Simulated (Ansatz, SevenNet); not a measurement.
# Elastic constant C12 of wurtzite GaN: levels of theory against measurement

Reference value: 145 GPa (measured, temperature not stated, not corrected to a static lattice, our sources range from 129 to 145; as tabulated in Oses et al. (2018), arXiv:1811.08464).

```
level (code)           value (GPa)  cell (Å³/atom)  difference (%)
---------------------  -----------  --------------  --------------
SevenNet-0                     138           11.75            -4.8
LDA (Ansatz)                   139           11.05            -4.1
PBE (Ansatz)                   113           11.76             -22
r²SCAN+rVV10 (Ansatz)          137           11.30            -5.5
Hartree–Fock (Ansatz)          143           11.40            -1.4
```

The levels aren't ranked against this reference (sources at odds).

The measured value isn't corrected to a static lattice, so vibrations enter the comparison.  Each level is taken at its own relaxed cell. Cutoffs and k meshes differ between the levels. Ansatz's density-functional and Hartree–Fock values are scalar-relativistic unless marked +SOC, with PAW data made under PBE.

Machine-learned potentials (SevenNet-0) are trained on DFT data: a solid inside that data is no test of them.

Differences are worked out from the printed values.

Ansatz is a program for electronic structure.
